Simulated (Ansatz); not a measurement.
Total energies of C3H5ClOS (`CSC(=O)CCl`).

Z-matrix (Å, degrees):
```
C
S 1 1.792
H 1 1.089 2 110.1
H 1 1.089 2 106.8 3 -119.5
H 1 1.089 2 110.1 3 120.9
C 2 1.759 1 99.2 3 -62.0
C 6 1.515 2 113.0 1 178.0
O 6 1.201 2 124.1 1 -1.9
Cl 7 1.776 6 109.4 2 -96.5
H 7 1.089 6 108.9 2 145.7
H 7 1.089 6 112.0 2 22.9
```

The species carries charge 0 and has multiplicity 1. The geometry is a stationary point of PBE0-D4/def2-TZVP. It is one conformer, not always the lowest. Basis def2-TZVPP, Ansatz.

RPA on PBE orbitals: Hartree–Fock energy of these orbitals -1048.43149 Eh, correlation -1.77166 Eh (frozen core).

```csv
functional,energy without D4 (Eh),D4 term (kJ/mol)
LDA (SPW92),-1046.57594,–
PBE,-1050.46423,-27.5
r2SCAN,-1050.88967,-6.8
PBE0,-1050.54028,-23.2
B3LYP,-1051.08543,-44.4
r2SCAN0,-1050.85357,-8.0
HSE06 (plane-wave form),-1050.51525,-21.6
BHLYP,-1050.93111,-32.9
LC-ωPBE,-1050.68566,–
ωB97M-V,-1050.93127,–
```

(1) Give the same for revPBE, BLYP, B97M-V, r2SCANh, CAM-B3LYP, ωB97X-V, B2PLYP, PBE-QIDH. (An estimate is asked.)

B3LYP takes the VWN-RPA correlation (the form of Gaussian; ORCA's B3LYP/G). HSE06 is the plane-wave form, built on full-range PBE exchange. The double hybrids freeze the cores in their second-order part.

## Answers

(1) Ansatz gave: 
```
functional  energy without D4 (Eh)  D4 term (kJ/mol)
    revPBE             -1050.84139             -86.2
      BLYP             -1050.98158             -61.0
    B97M-V             -1050.81251                 –
   r2SCANh             -1050.87459              -7.3
 CAM-B3LYP             -1050.98222             -23.5
   ωB97X-V             -1050.86363                 –
    B2PLYP             -1050.63930                 –
  PBE-QIDH             -1050.34048                 –
```

LC-ωPBE has ω = 0.4 bohr⁻¹.
